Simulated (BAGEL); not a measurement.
# HF/6-31G(d) (density fitting with qzvpp-jkfit, spherical functions) run of BH2F (SMILES [H]B([H])F)

Aim: the vertical electron affinity of BH2F at HF/6-31G* (density fitting with qzvpp-jkfit, spherical functions), from 2 runs. 

The results are computed with BAGEL 1.2.2.

4 further runs of the same task are left out: 4 set aside as unsound or not needed.

### 1 The structure to begin with

The species is BH2F (4 atoms), meant as a singlet with charge 0. SMILES: `[H]B([H])F`. The coordinates come from a GFN2-xTB relaxation.

Bond lengths: B1–F4 1.306 Å, B1–H2 1.171 Å, B1–H3 1.171 Å. Angles: H2–B1–F4 117.3°, H3–B1–F4 117.3°, H2–B1–H3 125.4°.

### 2 The energy at HF/6-31G(d) (density fitting with qzvpp-jkfit, spherical functions)

Input file hf.json:

```json
{ "bagel": [

{
  "title": "molecule",
  "basis": "6-31gs.json",
  "df_basis": "qzvpp-jkfit",
  "angstrom": true,
  "geometry": [
    { "atom": "B", "xyz": [    0.029990,    0.049200,    0.000600 ] },
    { "atom": "H", "xyz": [    1.198420,   -0.033970,    0.015630 ] },
    { "atom": "H", "xyz": [   -0.578270,    1.050180,   -0.019450 ] },
    { "atom": "F", "xyz": [   -0.650140,   -1.065400,    0.003230 ] }
  ]
},
{
  "title": "hf"
},
{
  "title": "print",
  "file": "orbitals.molden",
  "orbitals": true
}

]}
```

The basis set 6-31G* is read from a file made from the Basis Set Exchange's data (not shown).

On the command line:

```sh
BAGEL_NUM_THREADS=1 BAGEL hf.json > hf.out
```

The program printed:

```text
* using 1 threads per process

  ===============================================================
  ===============================================================

  *** Geometry ***

  { "atom" : "B", "xyz" : [      0.056673,      0.092975,      0.001134 ] },
  { "atom" : "H", "xyz" : [      2.264686,     -0.064194,      0.029536 ] },
  { "atom" : "H", "xyz" : [     -1.092772,      1.984553,     -0.036755 ] },
  { "atom" : "F", "xyz" : [     -1.228587,     -2.013314,      0.006104 ] },

  Number of auxiliary basis functions:      188

  Since a DF basis is specified, we compute 2- and 3-index integrals:
    o Being stored without compression. Storage requirement is 0.002 GB

  Number of basis functions:       32
  Number of electrons      :       16

    * METHOD: MOLECULE                             0.03

  *** RHF ***

  === Nuclear Repulsion ===
    27.5083481709

      * DIIS with orbital gradients will be used.

  === RHF iteration (6-31gs.json) ===
      0       -125.22846378          0.03494905           0.00
      1       -125.28837564          0.02196031           0.00
      2       -125.31898338          0.00222734           0.00
      3       -125.31948309          0.00020540           0.00
      4       -125.31948853          0.00002887           0.00
      5       -125.31948866          0.00000791           0.00
      6       -125.31948867          0.00000191           0.00
      7       -125.31948867          0.00000029           0.00
      8       -125.31948867          0.00000011           0.00
      9       -125.31948867          0.00000003           0.00
     10       -125.31948867          0.00000001           0.00
    * SCF iteration converged.

    * Permanent dipole moment:
           (   -0.173996,    -0.285252,    -0.000549) a.u.

    * METHOD: HF                                   0.05

    * METHOD: PRINT                                0.00

  ===============================================================
```

Wall time 0.2 s (1 thread of Arm Neoverse V1, shared host).

### 3 The doublet anion

Input file input.json:

```json
{ "bagel" : [

{
  "title" : "molecule",
  "basis" : "6-31gs.json",
  "df_basis" : "qzvpp-jkfit",
  "angstrom" : true,
  "geometry" : [
    { "atom" : "B", "xyz" : [    0.029990,    0.049200,    0.000600 ] },
    { "atom" : "H", "xyz" : [    1.198420,   -0.033970,    0.015630 ] },
    { "atom" : "H", "xyz" : [   -0.578270,    1.050180,   -0.019450 ] },
    { "atom" : "F", "xyz" : [   -0.650140,   -1.065400,    0.003230 ] }
  ]
},
{ "title" : "uhf", "charge" : -1, "nopen" : 1 },
{ "title" : "print", "file" : "orbitals.molden", "orbitals" : true }

]}
```

The basis set 6-31G* is read from a file made from the Basis Set Exchange's data (not shown).

On the command line:

```sh
BAGEL_NUM_THREADS=1 BAGEL input.json > input.out
```

The program printed:

```text
* using 1 threads per process

  ===============================================================
  ===============================================================

  *** Geometry ***

  { "atom" : "B", "xyz" : [      0.056673,      0.092975,      0.001134 ] },
  { "atom" : "H", "xyz" : [      2.264686,     -0.064194,      0.029536 ] },
  { "atom" : "H", "xyz" : [     -1.092772,      1.984553,     -0.036755 ] },
  { "atom" : "F", "xyz" : [     -1.228587,     -2.013314,      0.006104 ] },

  Number of auxiliary basis functions:      188

  Since a DF basis is specified, we compute 2- and 3-index integrals:
    o Being stored without compression. Storage requirement is 0.002 GB

  Number of basis functions:       32
  Number of electrons      :       16

    * METHOD: MOLECULE                             0.03

  *** Open-shell HF ***

  === Nuclear Repulsion ===
    27.5083481709

      * DIIS with orbital gradients will be used.

  === UHF iteration (6-31gs.json) ===
      0       -125.10424686          0.06896429           0.00
      1       -125.19237264          0.03827217           0.00
      2       -125.21158038          0.02150809           0.00
      3       -125.22019688          0.00110588           0.00
      4       -125.22030776          0.00023998           0.00
      5       -125.22032821          0.00004507           0.00
      6       -125.22033563          0.00001210           0.00
      7       -125.22033707          0.00000723           0.00
      8       -125.22033764          0.00000214           0.00
      9       -125.22033765          0.00000044           0.00
     10       -125.22033765          0.00000013           0.00
     11       -125.22033765          0.00000005           0.00
     12       -125.22033765          0.00000001           0.00
     13       -125.22033765          0.00000000           0.00
    * SCF iteration converged.

    * S^2 (UHF) is 0.7612

    * Permanent dipole moment:
           (    0.523040,     0.857117,    -0.000774) a.u.

    * METHOD: UHF                                  0.09

    * METHOD: PRINT                                0.00

  ===============================================================
```

Run time: 0.24 s. Hardware: 1 thread of Arm Neoverse V1, shared host.

### 4 Outcome

At HF/6-31G* (density fitting with qzvpp-jkfit, spherical functions):

```
                                         quantity          value
                       singlet BH2F: total energy  -125.31949 Eh
                      singlet BH2F: dipole moment         0.85 D
                        singlet BH2F: HOMO energy      -13.23 eV
                        singlet BH2F: LUMO energy        3.38 eV
                      singlet BH2F: HOMO–LUMO gap       16.60 eV
                      doublet anion: total energy  -125.22034 Eh
                              doublet anion: ⟨S²⟩          0.761
vertical electron affinity (to the doublet anion)      -2.698 eV
```

In words: The anion lies 2.70 eV (260 kJ/mol) above the neutral: the electron isn't bound at this level, and such a value depends on the basis. Without diffuse functions anions come out too high. Hartree–Fock misses the correlation that binds many anions.
